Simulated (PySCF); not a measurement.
# How far are cheaper levels from CCSD(T)/CBS for OH?

PySCF; the state is a doublet (π ↑). The composite is CCSD(T) extrapolated to the basis-set limit from two correlation-consistent sets, with core-valence (CV) and scalar-relativistic (SR) terms as its label shows; it has no spin–orbit coupling and nothing beyond (T). Here it is CCSD(T)/CBS(TQ)+CV+SR. It gives Re = 0.969 Å, ωe = 3752 cm⁻¹ and De = 4.65 eV to H + O.

```json
{"level": "UHF-MP2", "basis": "x2c-TZVPPall", "relativity": "spin-free X2C", "Re (Å)": "0.967", "ωe (cm⁻¹)": "3816", "De (eV)": "4.49"}
{"level": "UHF-SCS-MP2", "basis": "pcseg-1", "relativity": "no relativity", "Re (Å)": "0.977", "ωe (cm⁻¹)": "3787", "De (eV)": "4.20"}
{"level": "UHF-CCSD(T)", "basis": "pcseg-1", "relativity": "no relativity", "Re (Å)": "0.979", "ωe (cm⁻¹)": "3732", "De (eV)": "4.17"}
{"level": "PBE", "basis": "6-31G(d,p)", "relativity": "no relativity", "Re (Å)": "0.988", "ωe (cm⁻¹)": "3593", "De (eV)": "4.63"}
{"level": "PBE", "basis": "pcseg-1", "relativity": "no relativity", "Re (Å)": "0.992", "ωe (cm⁻¹)": "3549", "De (eV)": "4.56"}
{"level": "r²SCAN", "basis": "cc-pVDZ", "relativity": "no relativity", "Re (Å)": "0.981", "ωe (cm⁻¹)": "3664", "De (eV)": "4.48"}
{"level": "r²SCAN", "basis": "pcseg-1", "relativity": "no relativity", "Re (Å)": "0.981", "ωe (cm⁻¹)": "3688", "De (eV)": "4.55"}
{"level": "r²SCAN", "basis": "def2-TZVPPD", "relativity": "no relativity", "Re (Å)": "0.973", "ωe (cm⁻¹)": "3717", "De (eV)": "4.71"}
{"level": "PBE0", "basis": "def2-TZVP", "relativity": "no relativity", "Re (Å)": "0.973", "ωe (cm⁻¹)": "3749", "De (eV)": "4.51"}
{"level": "PBE0", "basis": "def2-TZVPPD", "relativity": "no relativity", "Re (Å)": "0.971", "ωe (cm⁻¹)": "3770", "De (eV)": "4.58"}
```

Task: Give the difference of each row from the composite.

Result: 

```
      level         basis  ΔRe (pm)  Δωe (%)  ΔDe (eV)
    UHF-MP2  x2c-TZVPPall      -0.2     +1.7     -0.16
UHF-SCS-MP2       pcseg-1      +0.8     +0.9     -0.45
UHF-CCSD(T)       pcseg-1      +1.0     -0.5     -0.48
        PBE    6-31G(d,p)      +1.9     -4.2     -0.02
        PBE       pcseg-1      +2.3     -5.4     -0.09
     r²SCAN       cc-pVDZ      +1.2     -2.3     -0.17
     r²SCAN       pcseg-1      +1.2     -1.7     -0.10
     r²SCAN   def2-TZVPPD      +0.4     -0.9     +0.06
       PBE0     def2-TZVP      +0.4     -0.1     -0.14
       PBE0   def2-TZVPPD      +0.2     +0.5     -0.07
```

Task: Which rows come closest in De?

Result: PBE in 6-31G(d,p) (-0.02 eV), counted from the composite.

Correlated steps freeze 1 core orbital. Correlated levels converge slowly with the basis: in double zeta they bind strong bonds too weakly, by up to about 1 eV, and carry superposition errors of some tenths. The state is the lowest determinant that a PBE0 search found; another state may lie lower at other levels.
